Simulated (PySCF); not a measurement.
## Reproducing measurements on thiirane

**The experiment to reproduce.**

NIST CCCBDB Release 22 (SRD 101), experimental dipoles lists, for the gas: dipole moment (microwave Stark effect) 1.85 D.

The results are set against them at the end.

Thiirane, C2H4S.
Numbering: `[CH2:1]1[CH2:2][S:3]1` (hydrogens: H4, H5 on C1; H6, H7 on C2)

Geometry (GFN2-xTB, Å), atoms numbered from 1 in this order:
```xyz
7
C2H4S angstrom
C      0.7406   -0.0702   -0.0437
C     -0.7393   -0.0456   -0.0766
S     -0.0045    1.1258    1.0751
H      1.2360   -0.9022    0.4382
H      1.2867    0.3577   -0.8734
H     -1.2333    0.3993   -0.9299
H     -1.2830   -0.8598    0.3833
```

The PySCF runs (gas phase, on this GFN2-xTB geometry; no spin–orbit coupling):

```tsv
level	job	basis functions
PBE0/pcSseg-1	shieldings, ring-centre shieldings, charges and field gradients	78
```

**Comparison with experiment**

**Dipole moment.** Measured: 1.85 D (NIST CCCBDB Release 22 (SRD 101), experimental dipoles).

```
        level  computed (D)  computed − measured (D)  % (from the printed values)
PBE0/pcSseg-1          1.99                    +0.14                           +8
```

The computed dipoles belong to one fixed geometry; measured ones are averaged over vibrations unless marked μe. Magnitudes are compared, not signs.

The geometry is computed, not the measured one. Where a level misses, the cause wasn't examined.
